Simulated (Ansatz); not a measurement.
The same path of AlFH2O (5 atoms, charge 0, multiplicity 1) was run twice with different band settings. Lost on the way: Al1–H4. Made: O2–H4.

These are results of RKS PBE0/def2-SVP (Ansatz 0.2.0), not measurements.

Relaxed end points:

```xyz
5
Properties=species:S:1:pos:R:3
Al 0.490 -0.007 0.064
O 0.704 -0.157 1.733
H 0.029 -0.241 2.406
H 1.737 0.115 -0.875
F -1.046 0.009 -0.575
```

```xyz
5
Properties=species:S:1:pos:R:3
Al -0.140 0.543 -0.824
O 1.054 0.116 0.945
H 0.384 -0.417 1.406
H 1.906 -0.336 1.005
F -1.291 -0.189 0.220
```

Common settings: movable images 7; climbing image yes; spring 5.0 eV/Å²; optimiser quadratic models (default); force threshold 0.05 eV/Å; iteration limit 60; end points relaxed.

| run | start path |
| --- | --- |
| 1 | through a guess of the saddle point |
| 2 | straight line |

What does each run give, and how far can it be trusted?

Run 1: converged after 17 iterations, highest image 2.918 eV above the first end. Neighbouring images differ by up to 1.3 eV, so the band resolves the path poorly. A vibrational analysis at the climbing image gives one clearly imaginary mode, 1447i cm⁻¹: a first-order saddle point.
Run 2: converged after 21 iterations, highest image 2.918 eV above the first end. Neighbouring images differ by up to 1.3 eV, so the band resolves the path poorly. Another band between the same ends (7 images) ends at a top of the same energy, where a vibrational analysis finds 1 clearly imaginary mode.
The orbitals stay closed-shell, which can raise the energy where a bond breaks towards radicals; this wasn't checked here.
